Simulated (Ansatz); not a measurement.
## [SiH3···H···O], triplet: reading a ladder of total energies

Geometry: a point of a hydrogen-transfer path between rigid fragments, not a stationary point.

```yaml
atoms:
  - { symbol: Si, position_ang: [-0.9502, 0.0000, 0.0000] }
  - { symbol: H, position_ang: [-1.4451, 1.3997, 0.0000] }
  - { symbol: H, position_ang: [-1.4451, -0.6999, 1.2122] }
  - { symbol: H, position_ang: [-1.4451, -0.6999, -1.2122] }
  - { symbol: H, position_ang: [0.8458, 0.0000, 0.0000] }
  - { symbol: O, position_ang: [1.8878, 0.0000, 0.0000] }
```

Basis cc-pVDZ; Ansatz 0.2.0. Only valence electrons are correlated (noble-gas cores frozen), which leaves 14 electrons in 46 orbitals. R marks a restricted (for open shells ROHF) determinant, U an unrestricted one.

Full CI isn't at hand for all of this; UCCSDT(Q) serves as the reference, and is uncertain by about the last step of the cluster series.

Runs differ by some tens of microhartree through their thresholds and, for an open shell, their frozen cores, so steps under 0.03 kcal/mol mean nothing.

```json
{"level": "UHF", "total energy (hartree)": "-365.992707"}
{"level": "UMP2", "total energy (hartree)": "-366.244640"}
{"level": "UCCSD", "total energy (hartree)": "-366.286560"}
{"level": "UCCSD(T)", "total energy (hartree)": "-366.291663"}
{"level": "UCCSDT", "total energy (hartree)": "-366.292614"}
{"level": "UCCSDT(Q)", "total energy (hartree)": "-366.292994"}
```

What is the correlation energy at UCCSDT(Q), and what share of it do UMP2 and UCCSD(T) recover?

E(corr) = -366.292994 − (-365.992707) = -0.300287 hartree = -8.171 eV. UMP2: -0.251933 / -0.300287 = 83.90 %. UCCSD(T): -0.298956 / -0.300287 = 99.56 %.

By how many kcal/mol does UCCSD(T) miss UCCSDT(Q) (1 hartree = 627.509 kcal/mol), and which steps make up the rest?

-366.291663 − (-366.292994) = 0.001331 hartree = 0.84 kcal/mol. Steps: UCCSDT − UCCSD(T) = -0.60, UCCSDT(Q) − UCCSDT = -0.24 kcal/mol. Differences between like states or geometries often cancel part of this.
